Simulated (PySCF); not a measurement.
Species: furan, C₄H₄O.
SMILES with atom numbers: `[cH:1]1[cH:2][cH:3][o:4][cH:5]1` (hydrogens: H6 on C1; H7 on C2; H8 on C3; H9 on C5)

Computed with core-valence-separated Tamm–Dancoff BHandHLYP/aug-pcX-1 (pcseg-1 on H) in PySCF, non-relativistic, gas phase, PBE0-D3(BJ)/def2-SVP geometry.

Computed oxygen K-edge spectrum, Gaussian lines of 0.3 eV full width, highest printed point 100; it ends one width below the last computed root. Absolute energies from this functional tend to lie a few eV below measured edges; no shift was applied.

| photon energy (eV) | absorption |
| --- | --- |
| 532.4 | 0 |
| 532.5 | 4 |
| 532.6 | 23 |
| 532.7 | 65 |
| 532.8 | 100 |
| 532.9 | 83 |
| 533.0 | 37 |
| 533.1 | 9 |
| 533.2 | 1 |
| 533.3 | 0 |
| 533.4 | 0 |
| 533.5 | 0 |
| 533.6 | 0 |
| 533.7 | 0 |
| 533.8 | 0 |
| 533.9 | 0 |
| 534.0 | 0 |
| 534.1 | 0 |
| 534.2 | 0 |
| 534.3 | 0 |
| 534.4 | 0 |
| 534.5 | 0 |
| 534.6 | 0 |
| 534.7 | 0 |
| 534.8 | 0 |
| 534.9 | 0 |
| 535.0 | 0 |
| 535.1 | 0 |
| 535.2 | 0 |
| 535.3 | 0 |
| 535.4 | 0 |
| 535.5 | 0 |
| 535.6 | 0 |
| 535.7 | 0 |
| 535.8 | 0 |
| 535.9 | 0 |
| 536.0 | 0 |
| 536.1 | 2 |
| 536.2 | 10 |
| 536.3 | 28 |
| 536.4 | 42 |
| 536.5 | 35 |
| 536.6 | 18 |
| 536.7 | 9 |

Q: Where are the maxima, and which lines make them up?

A: 2 maxima:
- 532.8 eV: O4 (furan-type oxygen), 532.82 eV, f = 0.033, 1s→π*, 100 % of the height at the exact maximum
- 536.4 eV: O4 (furan-type oxygen), 536.42 eV, f = 0.014, sum of 2, 99 % of the height at the exact maximum

Roots within 0.03 eV on the same or equivalent atoms count as one line; shares under 12 % aren't listed.

Vibrational structure and lifetime widths aren't in the curve. The ionisation threshold wasn't computed; near and above it a finite basis only mimics Rydberg series and continuum.

Rough CPU time on one thread of a shared machine: about 20 s.
